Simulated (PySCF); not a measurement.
# Bond curve of BH⁺

Set-up: basis B def2-TZVPPD, H def2-TZVPPD; no relativity; PySCF 2.14. Energies in eV from B⁺ + H in their ground configurations at the same level. State: ²Σ⁺ (doublet), unpaired electrons σ ↑.

```csv
R (Å),UHF,ωB97X-V,UHF-MP2
1.040,-1.959,-2.043,-2.011
1.088,-2.167,-2.272,-2.222
1.137,-2.278,-2.406,-2.337
1.173,-2.309,-2.456,-2.373
1.209,-2.306,-2.471,-2.374
1.245,-2.272,-2.457,-2.346
1.294,-2.192,-2.403,-2.272
1.354,-2.048,-2.291,-2.135
1.427,-1.835,-2.113,-1.927
1.523,-1.523,-1.837,-1.607
```

Task: Put a parabola through the three lowest points of the UHF curve and estimate Re, k and ωe (reduced mass 0.9233 u; 1 eV/Å² = 0.16022 mdyn/Å; ωe = 1302.8·√(k/μ) cm⁻¹).

Result: Through R = 1.137, 1.173, 1.209 Å the second-order coefficient is 13.1 eV/Å², so Re ≈ 1.188 Å, k ≈ 4.20 mdyn/Å and ωe ≈ 2780 cm⁻¹. A polynomial fit of higher order to the unrounded UHF energies gives Re = 1.186 Å, k = 4.03 mdyn/Å, ωe = 2721 cm⁻¹; anharmonicity and rounding make the difference.

The higher-order fit for each curve: UHF: Re = 1.186 Å, ωe = 2721 cm⁻¹, De = 2.31 eV; ωB97X-V: Re = 1.209 Å, ωe = 2542 cm⁻¹, De = 2.47 eV; UHF-MP2: Re = 1.192 Å, ωe = 2669 cm⁻¹, De = 2.38 eV.

Correlated steps freeze 1 core orbital. For an ion De counts to the pair picked by the measured ionisation energies or electron affinities, which need not be the lowest pair at this level. The state was picked by a PBE0 search and need not be the measured ground state.
